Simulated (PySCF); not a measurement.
**UB2PLYP/STO-3G run of AlNH3 (SMILES [NH2][AlH])**

What is the energy change on altering one bond length of AlNH3 at UB2PLYP/STO-3G? 

The results are computed with PySCF 2.14.0.

11 further runs of the same task are left out: 11 set aside as unsound or not needed.

### 1 The system as given

The species is AlNH3 (5 atoms), meant as a doublet with charge 0. SMILES: `[NH2][AlH]`. The shape is that of a PBE0-D4/def2-TZVP optimisation. This is one conformer, not always the lowest.

Bond lengths: N1–Al2 1.774 Å, N1–H3 1.007 Å, N1–H4 1.009 Å, Al2–H5 1.604 Å. Angles: N1–Al2–H5 115.7°, Al2–N1–H3 125.4°, Al2–N1–H4 124.3°, H3–N1–H4 110.2°.

### 2 The energy at UB2PLYP/STO-3G

Contents of calc.py:

```python
from pyscf import gto, dft, mp

mol = gto.M(
    atom=[
    ('N', (-0.116600, -0.660800, 0.175100)),
    ('Al', (0.836600, 0.833900, 0.120800)),
    ('H', (0.148500, -1.505300, 0.655500)),
    ('H', (-1.010300, -0.782800, -0.277400)),
    ('H', (0.191800, 2.041400, -0.715400)),
],
    basis='sto-3g',
    spin=1,
    max_memory=1860,
    verbose=3,
    charge=0,
)

mf = dft.UKS(mol)
mf.xc = '0.53*HF + 0.47*B88, 0.73*LYP'
mf.conv_tol = 1e-10
mf.grids.level = 5
mf.kernel()
if not mf.converged:
    mf = mf.newton().run(mf.mo_coeff, mf.mo_occ)

pt = mp.MP2(mf, frozen=6).run()
energy = mf.e_tot + 0.27 * pt.e_corr
print('PT2 part  %.8f' % (0.27 * pt.e_corr))
print('E = %.10f Eh' % energy)
```

Run with:

```bash
$ OMP_NUM_THREADS=1 python calc.py
```

Output:

```text
converged SCF energy = -295.009516912731  <S^2> = 0.75391682  2S+1 = 2.003913
E(UMP2) = -295.097527835133  E_corr = -0.0880109224020012
E(SCS-UMP2) = -295.105422595051  E_corr = -0.0959056823200312
PT2 part  -0.02376295
E = -295.0332798618 Eh
```

It took 4.2 s on 1 thread of Arm Neoverse V1, shared host; peak memory 0.2 GiB.

### 3 The distorted shape

Contents of input.py:

```python
from pyscf import gto, dft, mp

mol = gto.M(
    atom='''
N      0.117505    -1.202610     0.501951
Al     1.918792     1.621963     0.399339
H      0.618471    -2.798484     1.409775
H     -1.909190    -1.479278    -0.524210
H      0.700297     3.903808    -1.180850
''',
    max_memory=1860,
    unit='bohr',
    basis='sto-3g',
    spin=1,
    verbose=3,
)

mf = dft.UKS(mol, xc='0.53*HF + 0.47*B88, 0.73*LYP')
mf.conv_tol = 1e-10
mf.grids.level = 5
mf.kernel()
if not mf.converged:
    mf = mf.newton().run(mf.mo_coeff, mf.mo_occ)

pt = mp.MP2(mf, frozen=6).run()
e_tot = mf.e_tot + 0.27 * pt.e_corr
print('PT2 part  %.8f' % (0.27 * pt.e_corr))
print('E(%s) = %.9f' % ('B2PLYP', e_tot))
```

Run with:

```bash
$ OMP_NUM_THREADS=1 python input.py
```

Output:

```text
WARN: HOMO -0.0625491507072993 >= LUMO -0.062549150707299

converged SCF energy = -294.98722840057  <S^2> = 0.75458107  2S+1 = 2.0045758
E(UMP2) = -295.086766134448  E_corr = -0.0995377338781204
E(SCS-UMP2) = -295.09547473887  E_corr = -0.108246338300126
PT2 part  -0.02687519
E(B2PLYP) = -295.014103589
```

It took 4.2 s on 1 thread of Arm Neoverse V1, shared host; peak memory 0.19 GiB.

### 4 Outcome

Level: UB2PLYP/STO-3G, 6 core orbitals frozen.

| quantity | value |
| --- | --- |
| first shape: total energy | -295.03328 Eh |
| first shape: dipole moment (SCF part) | 1.45 D |
| first shape: HOMO energy (SCF part's orbitals) (highest over α and β) | -2.46 eV |
| first shape: LUMO energy (SCF part's orbitals) (lowest over α and β) | 4.71 eV |
| first shape: ⟨S²⟩ | 0.754 |
| distorted shape: total energy | -295.01410 Eh |
| distorted shape: dipole moment (SCF part) | 1.57 D |
| distorted shape: HOMO energy (SCF part's orbitals) (highest over α and β) | -2.53 eV |
| distorted shape: LUMO energy (SCF part's orbitals) (lowest over α and β) | 4.52 eV |
| distorted shape: ⟨S²⟩ | 0.755 |
| energy change with the N1–H4 bond stretched from 1.009 to 1.211 Å | 0.522 eV |

With the N1–H4 bond stretched from 1.009 to 1.211 Å the energy rises by 0.52 eV (12.0 kcal/mol). The first shape isn't relaxed at this level, so the change isn't measured from a minimum. The minimal basis adds a large error of its own. Mulliken charges (first shape) run from -0.64 on N1 to +0.66 on Al2; they depend strongly on the basis. Mulliken charges (distorted shape) run from -0.58 on N1 to +0.66 on Al2.
